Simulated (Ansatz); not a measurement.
# Si₂− (quartet): from Hartree-Fock to the top rungs, aug-cc-pVDZ

The task here is to estimate one member of a computed series from the others.

Program: Ansatz 0.2.0, Gaussian basis. Level of theory: aug-cc-pVDZ, core rule «outside noble gas», up to 10 orbitals frozen. These are calculated values, not measurements.

To be run: UHF; CCSD(T) on ROHF; CCSD(T) on UHF; BCCD(T) on ROHF; CISD; CCSDT(Q) on ROHF; CCSDT(Q) on UHF; CASSCF and MRCISD+Q, 9 electrons in 8 orbitals; CASSCF and NEVPT2, 9 electrons in 8 orbitals.

12 further runs of the same task are left out: 6 that didn't finish, 6 set aside as unsound or not needed.

### What is computed

The geometry is a PBE0/def2-TZVPD stationary point (not a proven minimum).

2 atoms, charge -1, spin multiplicity 4.

Atoms are counted from 1 here; the program's logs count them from 0.

Bond lengths: Si1–Si2 2.398 Å.

Set-up of the first run:

File in.yaml:

```yaml
crystal:
  periodic: [false, false, false]
  atoms:
    - {symbol: Si, position_ang: [0.000000, 0.000000, 0.000000]}
    - {symbol: Si, position_ang: [0.000000, 0.000000, 2.397800]}
basis:
  gaussian: {orbitals: aug-cc-pVDZ}
total_charge: -1
magnetization: {spin_polarized: true, initial_magnetization: 3}
hamiltonian: {xc: hf}
output: {orbitals: {seedname: orbitals}}
```

Command:

```bash
$ ansatz run in.yaml --threads 1 --pin off --events-out ev --progress --plain --max-ram 2393MiB
```

Among the steps run: UHF; CCSD(T) on ROHF; CCSD(T) on UHF; BCCD(T) on ROHF; CISD; CCSDT(Q) on ROHF; CCSDT(Q) on UHF; CASSCF and MRCISD+Q, 9 electrons in 8 orbitals; CASSCF and NEVPT2, 9 electrons in 8 orbitals.

One table of the session follows, with a row left open; its other results are not shown here.

```
          method  from RCCSDT(Q) (meV)
            RMP2               +1425.9
            UMP2               +1492.8
            CISD                +930.8
           RCCSD                +681.5
           UCCSD                +674.3
        RCCSD(T)                +305.8
        UCCSD(T)                +315.2
         BCCD(T)                +310.5
          RCCSDT                +128.1
          UCCSDT                +134.8
       RCCSDT(Q)                     0
       UCCSDT(Q)                 +12.7
  CASSCF valence               +4203.9
  NEVPT2 valence               +1035.9
  MRCISD valence                +480.1
MRCISD+Q valence                     ?
```

**Question.** Estimate the row for MRCISD+Q valence.

**Answer.** from RCCSDT(Q) (meV): +39.8. In the column «from RCCSDT(Q) (meV)» it lies between UCCSDT(Q) (+12.7) and RCCSDT (+128.1).

Left out of the table: ROHF, UHF (another determinant or state than the rows shown).

Caveats from the session: Warnings: coupled cluster took another determinant than the lowest. Restricted and unrestricted rows rest on different reference determinants; where their highest levels disagree by more than a few hundredths of an eV, they describe different states and don't form one ladder.
